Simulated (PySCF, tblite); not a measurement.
# CH₃NSi: bond homolysis

Aim: compute the bond homolysis of CH₃NSi (`N#C[SiH3]`).

Computed with tblite 0.8.0 and PySCF 2.14.0 and routines of our own; the level stands in each step. Atoms count from 0.

## 1. The starting structure

6 atoms, charge 0, multiplicity 1; geometry from: start built from the parent or by distance geometry.

## 2. Optimising the geometry with GFN2-xTB

The job: settings as JSON, then the geometry in Å.

```
{"job": {"kind": "relax", "xc": "GFN2-xTB", "basis": "xTB"}, "charge": 0, "multiplicity": 1}
N      2.441100     0.014600     0.002700
C      1.262300     0.017500    -0.014400
Si    -0.538400    -0.033000     0.009700
H     -1.021100    -0.980600    -0.998800
H     -1.069600     1.300900    -0.370500
H     -1.068100    -0.315500     1.328100
```

The run is started by

```
OMP_NUM_THREADS=1 python redox_run.py task.json out
```

This one command runs all jobs of the session in turn.

The log of the run:

```text
step      E/eV     max force
  0    -224.75586    5.233
  1    -224.17102   17.281
  2    -224.88548    1.063
  3    -224.89412    0.304
  4    -224.89964    0.436
  5    -224.90370    0.637
  6    -224.90910    0.544
  7    -224.91179    0.245
  8    -224.91366    0.194
  9    -224.91469    0.198
 10    -224.91524    0.119
 11    -224.91539    0.039
 12    -224.91544    0.037
 13    -224.91550    0.057
 14    -224.91557    0.053
 15    -224.91561    0.023
 16    -224.91562    0.009
```

Wall time 0.04 s (1 thread of Intel Xeon Platinum 8559C, shared host).

Along the way: (the energy doesn't fall at every step)

| step | energy from step 0 (eV) | largest force (eV/Å) |
| --- | --- | --- |
| 0 | 0.0000 | 5.2333 |
| 1 | 0.5848 | 17.2805 |
| 2 | -0.1296 | 1.0633 |
| 3 | -0.1383 | 0.3042 |
| 4 | -0.1438 | 0.4355 |
| 5 | -0.1478 | 0.6365 |
| 6 | -0.1532 | 0.5441 |
| 7 | -0.1559 | 0.2446 |
| 8 | -0.1578 | 0.1941 |
| 9 | -0.1588 | 0.1981 |
| 10 | -0.1594 | 0.1193 |
| 11 | -0.1595 | 0.0388 |
| 12 | -0.1596 | 0.0369 |
| 13 | -0.1596 | 0.0569 |
| 14 | -0.1597 | 0.0535 |
| 15 | -0.1597 | 0.0232 |
| 16 | -0.1598 | 0.0095 |

Distances of close pairs at the start and the end, largest changes first:

| bond | before (Å) | after (Å) | change (Å) |
| --- | --- | --- | --- |
| C1–Si2 | 1.802 | 1.867 | +0.065 |
| N0–C1 | 1.179 | 1.145 | -0.033 |
| Si2–H4 | 1.485 | 1.461 | -0.024 |
| Si2–H5 | 1.449 | 1.462 | +0.013 |
| Si2–H3 | 1.466 | 1.462 | -0.004 |

The next job starts from the end point, and lists it.

## 3. Infrared spectrum with GFN2-xTB

The job: settings as JSON, then the geometry in Å.

```
{"job": {"kind": "ir", "xc": "GFN2-xTB", "basis": "xTB"}, "charge": 0, "multiplicity": 1}
N      2.403860     0.018043     0.000754
C      1.258402     0.013183    -0.000372
Si    -0.608147    -0.003800    -0.008474
H     -0.994976    -1.011858    -0.993584
H     -1.029098     1.342741    -0.389746
H     -1.023796    -0.354328     1.348272
```

The log of the run:

```text
mode    cm-1     km/mol
  1     265.2      5.75
  2     265.6      5.68
  3     544.8     67.36
  4     547.4     68.81
  5     628.8      3.81
  6     763.6    174.13
  7     766.2    172.37
  8     779.5    384.83
  9    2293.1    329.84
 10    2293.6    295.41
 11    2295.5    165.71
 12    2358.1     22.35
ZPE 82.551  H(298)-E 96.990  G(298)-E 17.254 kJ/mol  S 267.44 J/(mol K)
```

Wall time 0.08 s (1 thread of Intel Xeon Platinum 8559C, shared host).

The strongest bands and the atoms that carry them (share of the mass-weighted mode):

| cm⁻¹ | km/mol | atoms |
| --- | --- | --- |
| 545 | 67.4 | H5 37 %, H4 35 %, C1 17 % |
| 547 | 68.8 | H3 46 %, C1 17 %, H4 14 %, H5 13 % |
| 764 | 174.1 | H3 59 %, H5 21 %, H4 16 % |
| 766 | 172.4 | H4 47 %, H5 43 % |
| 780 | 384.8 | H4 28 %, H5 28 %, H3 28 %, Si2 15 % |
| 2293 | 329.8 | H5 89 % |
| 2294 | 295.4 | H3 93 % |
| 2296 | 165.7 | H4 88 % |

## 4. Relaxing the molecule at PBE0-D3(BJ)/def2-SVP

Settings changed since step 3:

```diff
@@ -1,2 +1,2 @@
-{"job": {"kind": "ir", "xc": "GFN2-xTB", "basis": "xTB"}, "charge": 0, "multiplicity": 1}
+{"job": {"xc": "PBE0", "basis": "def2-SVP", "d3": "d3bj", "grid": 1, "kind": "geom"}, "charge": 0, "multiplicity": 1}
 N      2.403860     0.018043     0.000754
```

The log of the run:

```text
step   0  E = -383.73030980  max force = 0.037398
step   1  E = -383.73169267  max force = 0.001193
step   2  E = -383.73169990  max force = 0.000245
optimisation converged
```

Wall time 2.3 s (1 thread of Intel Xeon Platinum 8559C, shared host).

Along the way:

| step | energy from step 0 (eV) | largest force component (eV/Å) |
| --- | --- | --- |
| 0 | 0.0000 | 1.9231 |
| 1 | -0.0376 | 0.0613 |
| 2 | -0.0378 | 0.0126 |

Close pairs (by a distance rule), those that changed most:

| bond | before (Å) | after (Å) | change (Å) |
| --- | --- | --- | --- |
| Si2–H4 | 1.461 | 1.487 | +0.026 |
| Si2–H3 | 1.462 | 1.487 | +0.026 |
| Si2–H5 | 1.462 | 1.487 | +0.026 |
| N0–C1 | 1.145 | 1.160 | +0.014 |
| C1–Si2 | 1.867 | 1.858 | -0.009 |

The end geometry stands in the next job.

| at the end point | value |
| --- | --- |
| point group (found at 0.08 Å tolerance) | C3v |
| rotational constants (GHz, main isotopes) | 83.244, 4.928, 4.928 |
| dipole moment (D) | 3.35 |

## 5. Harmonic vibrations (CH₃NSi): PBE0-D3(BJ)/def2-SVP

The job: settings as JSON, then the geometry in Å.

```
{"job": {"xc": "PBE0", "basis": "def2-SVP", "d3": "d3bj", "grid": 2, "kind": "hessian"}, "charge": 0, "multiplicity": 1}
N      2.431971     0.017456     0.000726
C      1.272460     0.010038    -0.002719
Si    -0.585576    -0.003109    -0.008799
H     -1.025162    -1.019239    -1.001808
H     -1.045714     1.358072    -0.392435
H     -1.039963    -0.358430     1.361936
```

The log of the run:

```text
coarse grid: 5632 points
cycle   1  E = -383.6553542113  dE =  4.551e-02  |g| = 3.256e-01  |ddm| = 2.465e+00
cycle   2  E = -383.5455360295  dE =  1.098e-01  |g| = 7.607e-01  |ddm| = 7.445e-01
cycle   3  E = -383.6844676369  dE = -1.389e-01  |g| = 4.926e-02  |ddm| = 4.982e-01
cycle   4  E = -383.6851125849  dE = -6.449e-04  |g| = 1.745e-02  |ddm| = 7.260e-02
cycle   5  E = -383.6851917778  dE = -7.919e-05  |g| = 1.360e-03  |ddm| = 1.769e-02
cycle   6  E = -383.6851923133  dE = -5.354e-07  |g| = 2.715e-04  |ddm| = 2.274e-03
final grid: 50248 points
cycle   7  E = -383.7316931995  dE = -3.642e-06  |g| = 2.293e-03  |ddm| = 8.472e-03
cycle   8  E = -383.7316923289  dE =  8.706e-07  |g| = 3.108e-03  |ddm| = 4.669e-03
cycle   9  E = -383.7316943433  dE = -2.014e-06  |g| = 1.279e-03  |ddm| = 2.679e-03
cycle  10  E = -383.7316947238  dE = -3.805e-07  |g| = 3.888e-05  |ddm| = 8.546e-04
cycle  11  E = -383.7316947242  dE = -4.388e-10  |g| = 1.003e-05  |ddm| = 5.773e-05
cycle  12  E = -383.7316947243  dE = -2.848e-11  |g| = 1.975e-06  |ddm| = 1.957e-05
converged SCF energy = -383.7316947243

mode    cm-1
  1     266.9
  2     267.0
  3     608.1
  4     679.8
  5     680.0
  6     912.9
  7     934.4
  8     934.4
  9    2267.2
 10    2280.0
 11    2280.2
 12    2359.9
ZPE 86.555  H(298)-E 100.332  G(298)-E 21.500 kJ/mol  S 264.40 J/(mol K)
```

It took 18 s on 1 thread of Intel Xeon Platinum 8559C, shared host; peak memory 0.85 GiB.

Zero-point energy 86.56 kJ/mol (xTB gave 82.55).

## 6. Single point (CH₃NSi): M06-2X/def2-TZVP

Geometry: PBE0-D3(BJ)/def2-SVP.

The job: settings as JSON, then the geometry in Å.

```
{"job": {"kind": "sp", "xc": "M06-2X", "basis": "def2-TZVP", "grid": 3}, "charge": 0, "multiplicity": 1}
N      2.431971     0.017456     0.000726
C      1.272460     0.010038    -0.002719
Si    -0.585576    -0.003109    -0.008799
H     -1.025162    -1.019239    -1.001808
H     -1.045714     1.358072    -0.392435
H     -1.039963    -0.358430     1.361936
```

The log of the run:

```text
coarse grid: 24128 points
cycle   1  E = -384.0782923660  dE =  7.082e-02  |g| = 3.611e-01  |ddm| = 1.879e+00
cycle   2  E = -384.0231904111  dE =  5.510e-02  |g| = 6.532e-01  |ddm| = 5.255e-01
cycle   3  E = -384.1165646286  dE = -9.337e-02  |g| = 3.942e-02  |ddm| = 3.110e-01
cycle   4  E = -384.1169755397  dE = -4.109e-04  |g| = 1.983e-02  |ddm| = 5.577e-02
cycle   5  E = -384.1170574029  dE = -8.186e-05  |g| = 2.589e-03  |ddm| = 1.408e-02
cycle   6  E = -384.1170596459  dE = -2.243e-06  |g| = 9.110e-04  |ddm| = 3.582e-03
final grid: 76624 points
cycle   7  E = -384.1171283803  dE = -6.213e-06  |g| = 1.514e-03  |ddm| = 9.589e-03
cycle   8  E = -384.1171282161  dE =  1.642e-07  |g| = 1.687e-03  |ddm| = 1.570e-03
cycle   9  E = -384.1171286930  dE = -4.768e-07  |g| = 5.907e-04  |ddm| = 9.179e-04
cycle  10  E = -384.1171287642  dE = -7.128e-08  |g| = 6.593e-05  |ddm| = 3.146e-04
cycle  11  E = -384.1171287655  dE = -1.249e-09  |g| = 1.570e-05  |ddm| = 6.186e-05
converged SCF energy = -384.1171287655
```

It took 3.5 s on 1 thread of Intel Xeon Platinum 8559C, shared host.

## 7. Relaxing the molecule with GFN2-xTB

This step treats CH₂NSi radical, labelled `N#C[SiH2]` (the label fixes atoms and charge, not where charge and spin sit).

The job: settings as JSON, then the geometry in Å.

```
{"job": {"kind": "relax", "xc": "GFN2-xTB", "basis": "xTB"}, "charge": 0, "multiplicity": 2}
N      2.448200     0.011300    -0.004600
C      1.261700     0.018700    -0.025700
Si    -0.568100    -0.010700    -0.005600
H     -1.048200     1.372700    -0.413000
H     -1.043200    -0.362300     1.373300
```

The log of the run:

```text
step      E/eV     max force
  0    -209.29098    3.743
  1    -209.02502   11.617
  2    -209.40424    0.871
  3    -209.42410    0.648
  4    -209.44434    0.352
  5    -209.44917    0.341
  6    -209.46540    0.629
  7    -209.47621    0.824
  8    -209.49398    0.816
  9    -209.49863    0.312
 10    -209.50004    0.108
 11    -209.50093    0.144
 12    -209.50280    0.172
 13    -209.50386    0.106
 14    -209.50420    0.079
 15    -209.50447    0.053
 16    -209.50474    0.061
 17    -209.50487    0.074
 18    -209.50496    0.037
 19    -209.50500    0.021
 20    -209.50505    0.034
 21    -209.50510    0.037
 22    -209.50512    0.019
 23    -209.50512    0.004
```

Wall time 0.05 s (1 thread of Intel Xeon Platinum 8559C, shared host).

Relaxation path: (the energy doesn't fall at every step)

| step | energy from step 0 (eV) | largest force (eV/Å) |
| --- | --- | --- |
| 0 | 0.0000 | 3.7428 |
| 1 | 0.2660 | 11.6172 |
| 2 | -0.1133 | 0.8710 |
| 3 | -0.1331 | 0.6481 |
| 4 | -0.1534 | 0.3518 |
| 5 | -0.1582 | 0.3406 |
| 6 | -0.1744 | 0.6286 |
| 7 | -0.1852 | 0.8236 |
| 8 | -0.2030 | 0.8160 |
| 9 | -0.2077 | 0.3121 |
| 10 | -0.2091 | 0.1085 |
| 11 | -0.2100 | 0.1441 |
| 12 | -0.2118 | 0.1718 |
| 13 | -0.2129 | 0.1056 |
| 14 | -0.2132 | 0.0791 |
| 15 | -0.2135 | 0.0530 |
| 16 | -0.2138 | 0.0611 |
| 17 | -0.2139 | 0.0741 |
| 18 | -0.2140 | 0.0373 |
| 19 | -0.2140 | 0.0208 |
| 20 | -0.2141 | 0.0341 |
| 21 | -0.2141 | 0.0374 |
| 22 | -0.2141 | 0.0191 |
| 23 | -0.2141 | 0.0041 |

Close pairs (by a distance rule), those that changed most:

| bond | before (Å) | after (Å) | change (Å) |
| --- | --- | --- | --- |
| Si2–H3 | 1.520 | 1.446 | -0.074 |
| Si2–H4 | 1.500 | 1.446 | -0.054 |
| N0–C1 | 1.187 | 1.157 | -0.030 |
| C1–Si2 | 1.830 | 1.815 | -0.015 |

The next job starts from the end point, and lists it.

## 8. Infrared spectrum with GFN2-xTB

The job: settings as JSON, then the geometry in Å.

```
{"job": {"kind": "ir", "xc": "GFN2-xTB", "basis": "xTB"}, "charge": 0, "multiplicity": 2}
N      2.455600    -0.066289    -0.090603
C      1.314302     0.065825     0.043214
Si    -0.491323     0.196506     0.178899
H     -1.118984     1.300244    -0.512541
H     -1.109173    -0.466554     1.305370
```

The log of the run:

```text
mode    cm-1     km/mol
  1     201.7     10.05
  2     265.4      5.27
  3     306.5      4.89
  4     491.8     79.20
  5     696.9     50.33
  6     746.1    107.35
  7    2214.9    297.74
  8    2415.4     64.30
  9    2433.6    432.26
ZPE 58.450  H(298)-E 73.290  G(298)-E -11.116 kJ/mol  S 283.10 J/(mol K)
```

It took 0.08 s on 1 thread of Intel Xeon Platinum 8559C, shared host.

Which atoms move in the most intense modes:

| cm⁻¹ | km/mol | atoms |
| --- | --- | --- |
| 202 | 10.1 | H3 39 %, H4 39 %, Si2 13 % |
| 265 | 5.3 | C1 50 %, N0 24 %, H3 13 %, H4 13 % |
| 492 | 79.2 | H3 33 %, H4 33 %, C1 22 % |
| 697 | 50.3 | H4 34 %, H3 34 %, N0 15 % |
| 746 | 107.3 | Si2 40 %, N0 18 %, H4 15 %, H3 15 % |
| 2215 | 297.7 | C1 58 %, N0 41 % |
| 2415 | 64.3 | H4 50 %, H3 49 % |
| 2434 | 432.3 | H3 48 %, H4 47 % |

## 9. Optimising the geometry at PBE0-D3(BJ)/def2-SVP

This step treats CH₂NSi radical, labelled `N#C[SiH2]` (the label fixes atoms and charge, not where charge and spin sit).

The job: settings as JSON, then the geometry in Å.

```
{"job": {"xc": "PBE0", "basis": "def2-SVP", "d3": "d3bj", "grid": 1, "kind": "geom"}, "charge": 0, "multiplicity": 2}
N      2.455600    -0.066289    -0.090603
C      1.314302     0.065825     0.043214
Si    -0.491323     0.196506     0.178899
H     -1.118984     1.300244    -0.512541
H     -1.109173    -0.466554     1.305370
```

The log of the run:

```text
step   0  E = -383.08086352  max force = 0.018516
step   1  E = -383.08447846  max force = 0.014058
step   2  E = -383.08102155  max force = 0.020606
step   3  E = -383.08567623  max force = 0.016171
step   4  E = -383.08656542  max force = 0.011284
step   5  E = -383.08620209  max force = 0.016161
step   6  E = -383.08671316  max force = 0.006328
step   7  E = -383.08681547  max force = 0.002504
step   8  E = -383.08683494  max force = 0.001024
step   9  E = -383.08683719  max force = 0.000445
optimisation converged
```

Run time: 9.7 s. Hardware: 1 thread of Intel Xeon Platinum 8559C, shared host.

Along the way: (the energy doesn't fall at every step)

| step | energy from step 0 (eV) | largest force component (eV/Å) |
| --- | --- | --- |
| 0 | 0.0000 | 0.9521 |
| 1 | -0.0984 | 0.7229 |
| 2 | -0.0043 | 1.0596 |
| 3 | -0.1310 | 0.8315 |
| 4 | -0.1552 | 0.5802 |
| 5 | -0.1453 | 0.8310 |
| 6 | -0.1592 | 0.3254 |
| 7 | -0.1620 | 0.1288 |
| 8 | -0.1625 | 0.0527 |
| 9 | -0.1626 | 0.0229 |

Close pairs (by a distance rule), those that changed most:

| bond | before (Å) | after (Å) | change (Å) |
| --- | --- | --- | --- |
| Si2–H3 | 1.446 | 1.488 | +0.042 |
| Si2–H4 | 1.446 | 1.488 | +0.042 |
| C1–Si2 | 1.815 | 1.840 | +0.025 |
| N0–C1 | 1.157 | 1.162 | +0.006 |

The end geometry stands in the next job.

| at the end point | value |
| --- | --- |
| point group (found at 0.08 Å tolerance) | Cs |
| rotational constants (GHz, main isotopes) | 130.9, 5.211, 5.083 |
| dipole moment (D) | 3.32 |
| ⟨S²⟩ | 0.755 |

[end of part 1 of 2]
